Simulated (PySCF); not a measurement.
CH, SMILES [CH] (connectivity only; charge and spin as stated), charge +1, multiplicity 1. Coordinates come from a PBE0-D3(BJ)/def2-TZVPD optimisation.

TDDFT-B3LYP/def2-TZVPD (PySCF 2.14.0) puts the lowest singlet excitations at 2.81, 2.81, 12.43, 13.30, 13.30, 15.62 eV and the lowest triplet (TDA) at 0.81 eV.

Problem. What are the lowest singlet roots from EOM-CCSD/aug-cc-pVDZ run with PySCF 2.14.0? (An estimate is asked for; the answer gives what the named calculation found.)

Solution. 3.19, 3.19, 7.78, 7.78, 8.93, 13.26 eV; triplets 0.00, 0.00, 1.16 eV. S1 differs by 0.37 eV (second minus first; roots are paired by order, and the bases may differ).
